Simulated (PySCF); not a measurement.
C4H5N, SMILES c1cc[nH]c1 (PBE0/def2-SVP optimised geometry):

```
10

C     -0.710    -1.120     0.000
C      0.712    -1.120     0.000
C      1.119     0.197     0.000
N      0.000     0.980     0.000
C     -1.119     0.197     0.000
H     -1.364    -1.990     0.000
H      1.366    -1.989     0.000
H      2.116     0.634     0.000
H      0.000     1.990     0.001
H     -2.116     0.633     0.001
```

Level of theory: PySCF 2.14.0 with PBE0/def2-TZVP.

**Question.** What are the frontier orbital energies and the dipole moment?

**Answer.** HOMO-2 -10.45 eV, HOMO-1 -6.98 eV, HOMO -6.08 eV, LUMO 1.04 eV, LUMO+1 1.10 eV; dipole moment 1.96 D.

On the same geometry PySCF with PBE/def2-TZVP gives HOMO-2 -8.91 eV, HOMO-1 -5.84 eV, HOMO -5.08 eV, LUMO 0.07 eV, LUMO+1 0.26 eV; dipole moment 1.95 D.

Meta-Löwdin charges at PBE0/def2-TZVP: C1 -0.19, C2 -0.19, C3 -0.11, N4 -0.16, C5 -0.11, H6 0.13, H7 0.13, H8 0.13, H9 0.26, H10 0.13.
